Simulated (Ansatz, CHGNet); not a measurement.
For 3C-SiC, the machine-learned potential CHGNet-r²SCAN (trained on r²SCAN data) gives:

```
Quantity                          Result
------------------------------  --------
equilibrium lattice constant a   4.354 Å
TO(Γ) frequency                 266 cm⁻¹
elastic constant C11             229 GPa
elastic constant C44            58.6 GPa
polycrystal shear modulus       45.1 GPa
```

Q: What does Hartree–Fock (Ansatz, a program for electronic structure, plane waves, PAW) give for the same quantities?

A: 
- lattice constant a: 4.366 Å (increases by 0.3 %)
- zone-centre TO phonon frequency: 855 cm⁻¹ (increases by 220 %)
- elastic constant C11: 470 GPa (goes up by 110 %)
- elastic constant C44: 295 GPa (increases by 400 %)
- Voigt–Reuss–Hill shear modulus: 235 GPa (increases by 420 %)

For comparison: lattice constant a 4.346 Å (measured, static lattice: zero-point anharmonic expansion removed, our sources range from 4.341 to 4.348; as tabulated in Mejia-Rodriguez and Trickey (2018), arXiv:1807.09216); zone-centre TO phonon frequency 796 cm⁻¹ (measured, temperature not stated, no zero-point or thermal correction; as tabulated in Wang et al. (1996), arXiv:mtrl-th/9510002); elastic constant C11 390 GPa (measured, temperature not stated, no zero-point or thermal correction; as tabulated in Råsander and Moram (2015), arXiv:1505.02379); elastic constant C44 256 GPa (measured, temperature not stated, not corrected to a static lattice; as tabulated in Råsander and Moram (2015), arXiv:1505.02379).

Changes are worked out from the printed values.

Unless a cell is named, each level is at its own relaxed cell (CHGNet-r²SCAN 10.32, Hartree–Fock 10.41 Å³/atom).

Ansatz's density-functional and Hartree–Fock values are scalar-relativistic unless marked +SOC, with PAW data made under PBE.
